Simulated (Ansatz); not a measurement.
Cost and result for the atomization energy of C2H7NOS, SMILES `NCSCO` (12 atoms, 11 bonds).

```json
{"atom": "N1", "x (Å)": "0.5016", "y (Å)": "2.2449", "z (Å)": "-0.5167"}
{"atom": "C2", "x (Å)": "0.3437", "y (Å)": "1.0082", "z (Å)": "0.1820"}
{"atom": "S3", "x (Å)": "0.3731", "y (Å)": "-0.4651", "z (Å)": "-0.9217"}
{"atom": "C4", "x (Å)": "-0.1044", "y (Å)": "-1.7392", "z (Å)": "0.2616"}
{"atom": "O5", "x (Å)": "-1.4249", "y (Å)": "-1.6403", "z (Å)": "0.7188"}
{"atom": "H6", "x (Å)": "1.3832", "y (Å)": "2.2856", "z (Å)": "-1.0113"}
{"atom": "H7", "x (Å)": "-0.2414", "y (Å)": "2.3893", "z (Å)": "-1.1880"}
{"atom": "H8", "x (Å)": "1.1477", "y (Å)": "0.8937", "z (Å)": "0.9118"}
{"atom": "H9", "x (Å)": "-0.6082", "y (Å)": "0.9963", "z (Å)": "0.7131"}
{"atom": "H10", "x (Å)": "0.0955", "y (Å)": "-2.6920", "z (Å)": "-0.2424"}
{"atom": "H11", "x (Å)": "0.5339", "y (Å)": "-1.6769", "z (Å)": "1.1449"}
{"atom": "H12", "x (Å)": "-1.9999", "y (Å)": "-1.6045", "z (Å)": "-0.0521"}
```

Total charge 0; spin multiplicity 1. The geometry is a stationary point of PBE0-D4/def2-TZVP. It is one conformer, not always the lowest. Program: Ansatz. All runs use 4 threads of an Arm Neoverse V1 on a shared host. Times are those of one run each, without the atoms' runs, and a repeat can differ threefold. Electronic energies, without spin–orbit coupling; frozen cores. CCSD(T)/CBS adds CCSD(T) − MP2 in def2-TZVPP to the MP2 limit, and its time is that of the two runs behind it. T1 = 0.011. B3LYP takes the VWN-RPA correlation (the form of Gaussian; ORCA's B3LYP/G).

CCSD(T)/CBS is a level of theory with its own doubt, some kJ/mol a heavy atom from the limit and from the frozen cores, so smaller differences don't rank the functionals.

```csv
level,functions,wall time,atomization (kcal/mol),difference from CCSD(T)/CBS,per bond
PBE-D4/def2-TZVPP (with forces),264,2.7 s,1064.8,29.2,2.7
PBE0-D4/def2-TZVPP,264,3.2 s,1039.5,3.9,0.4
B3LYP-D4/def2-TZVPP (with forces),264,4.8 s,1035.7,0.1,0.0
r2SCAN-D4/def2-TZVPP (with forces),264,5 s,1035.5,-0.1,0.0
B2PLYP/def2-TZVPP,264,6 s,1022.4,-13.2,-1.2
ωB97X-V/def2-TZVPP,264,8 s,1038.9,3.3,0.3
ωB97M-V/def2-TZVPP (with forces),264,12 s,1040.4,4.8,0.4
MP2/def2-QZVPP,508,25 s,1039.1,3.5,0.3
CCSD(T)/def2-TZVPP,264,3.8 min,1003.9,-31.7,-2.9
CCSD(T)/CBS(def2),–,4.2 min,1035.6,0.0,0.0
```

The D4 term adds +8.5 kcal/mol with B3LYP and +4.4 kcal/mol with PBE0; it sums over pairs of atoms, weighted by their polarisabilities, and B3LYP, whose exchange is more repulsive, gets the larger term. In def2-TZVPP, CCSD(T) changes the Hartree–Fock value by +294.2 kcal/mol (the triples alone add +17.7 kcal/mol) and MP2 by +310.7 kcal/mol; breaking electron pairs costs correlation energy, which Hartree–Fock lacks. From PBE to PBE0 (25 % exact exchange), in def2-TZVPP and without D4, the atomization energy moves by −24.4 kcal/mol: exact exchange takes away binding that semilocal exchange gives to molecules.
